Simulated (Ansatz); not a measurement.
Geometry optimisation, Ansatz, RKS PBE0-D4/def2-SVP.

input.yaml

```yaml
crystal:
  periodic: [false, false, false]
  atoms:
    - { symbol: C, position_ang: [0.78392, 1.30168, -1.72614] }
    - { symbol: Si, position_ang: [0.19616, 0.34137, -0.45088] }
    - { symbol: S, position_ang: [-1.25439, -0.44216, 1.24253] }
    - { symbol: H, position_ang: [1.46936, -0.25426, -0.76359] }
    - { symbol: H, position_ang: [-1.1579, -1.74974, 0.91595] }
    - { symbol: H, position_ang: [-0.31174, -0.53999, 2.20515] }
total_charge: 1
basis:
  gaussian: { orbitals: def2-SVP }
hamiltonian:
  xc: pbe0
  dispersion: d4
relax:
  f_tol: 0.02
  max_steps: 50
output:
  orbitals: {}
```

Command:

```bash
$ ansatz run input.yaml --threads 1 --pin off --max-ram 2048MiB --backend cpu --events-out ev --progress --plain --runs-dir out
```

Problem. Where does it end, and by what steps?

Solution. The forces met the threshold. Limits of this set-up: the dipole of an ion depends on the origin. After 38 steps the energy has fallen by 4.711 eV; Si2 moved furthest, 2.20 Å. Parted: Si2–S3, Si2–H4. Joined: C1–S3, C1–H4.

```
step  energy less start (eV)  largest force component (eV/Å)  accepted
   0                  0.0000                           2.129       yes
   2                 -0.1583                           0.424       yes
   4                 -0.8507                           2.001       yes
   6                 -1.1097                           0.828       yes
   8                 -1.2530                           0.237       yes
  10                 -1.4425                           1.090       yes
  12                 -1.7330                           1.553       yes
  14                 -2.2213                           1.527       yes
  16                 -2.7411                           1.113       yes
  18                 -3.0396                           0.336       yes
  20                 -3.0675                           1.406        no
  22                 -3.1347                           0.121       yes
  24                 -3.1416                           0.042       yes
  26                 -3.1743                           0.532       yes
  28                 -3.4575                           0.860       yes
  30                 -4.1053                           1.560       yes
  32                 -4.4920                           1.530       yes
  34                 -4.6896                           0.355       yes
  36                 -4.7096                           0.074       yes
  38                 -4.7107                           0.008       yes
```

```xyz
6
Properties=species:S:1:pos:R:3
C 0.512 0.004 -0.228
Si 2.132 -0.560 0.089
S -1.112 -0.191 0.341
H 0.503 0.679 -1.106
H -1.206 -1.507 0.685
H -1.102 0.232 1.642
```

Whether the end is a true minimum wasn't checked by a vibrational analysis.

The run took 79 s on 1 thread of Intel(R) Xeon(R) Processor @ 2.70GHz, on a shared host, peak memory 0.15 GiB.
